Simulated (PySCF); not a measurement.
Two structures of BPNH7, singlet, reached by relaxing down either side of one saddle point (PBE0-D4/def2-TZVP). Energies are electronic, without zero-point energy. Program: PySCF 2.14 with density fitting (its default auxiliary sets; JK sets also for MP2 and CCSD(T)). Basis: def2-TZVPP and def2-QZVPP. Cores are frozen in the correlated methods. Extrapolation: Hartree–Fock as exp(−7.88 √X), correlation as X^−2.97. First:

```xyz
10
angstrom
B 0.4842 -1.0139 1.2073
N 1.0290 0.2619 1.2110
H 1.1188 -1.9145 0.7420
H -0.6025 -1.1798 1.6805
H 0.0075 0.9762 -1.9398
P -1.0159 0.0137 -1.7413
H 1.9402 0.4719 0.8402
H 0.5591 1.0624 1.5989
H -1.7809 0.4789 -2.8450
H -1.7148 0.8274 -0.8126
```

Second:

```xyz
10
angstrom
B -0.2745 -0.3662 0.3899
N 0.9937 0.6346 0.6578
H 0.1547 -1.4828 0.5552
H -1.1064 -0.0389 1.2049
H 0.7270 1.5993 0.4770
P -0.9128 0.0792 -1.4219
H 1.7759 0.4157 0.0476
H 1.3148 0.5617 1.6185
H -0.4705 -1.0440 -2.1688
H -2.2430 -0.3863 -1.2953
```

(1) Which bonds change from the first to the second?

(2) Give the saddle point's structure and its height above each. (Judge from chemistry; the value comes from the calculation.)

T1 diagnostic: at most 0.013.

Results:

(1) BNH₄ ([BH2][NH2]) + PH₃ → BPH₄ ([BH2][PH2]) + NH₃ (still joined by a long B–N bond); bonds formed: B1–P6, N2–H5; bonds broken: H5–P6; bonds weakened to dative contacts: B1–N2.

(2) The calculation gives: 156.0 kJ/mol above the first and 148.4 kJ/mol above the second (CCSD(T) at an estimated basis limit (MP2 extrapolated from triple and quadruple zeta, plus CCSD(T) − MP2 in triple zeta)).
```xyz
10
angstrom
B 0.0498 -0.7383 0.4662
N 1.0235 0.4779 0.6829
H 0.5839 -1.7176 0.0093
H -0.6972 -0.9435 1.3894
H 0.2457 1.1346 -0.4310
P -0.9370 0.2250 -1.0029
H 1.9981 0.2816 0.4933
H 0.9591 0.9195 1.5912
H -0.9372 -0.2457 -2.3334
H -2.2886 0.6066 -0.8650
```

Labels in which every atom is bracketed show which atoms are joined, not bond orders.

For scale, one of the runs: CCSD(T)/def2-TZVPP, 202 basis functions, launched by `OMP_NUM_THREADS=4 python run.py`. Time: 4.9 min of wall clock on 4 CPU threads of an Arm Neoverse V2; the host was shared. Peak host memory: 2.3 GiB.
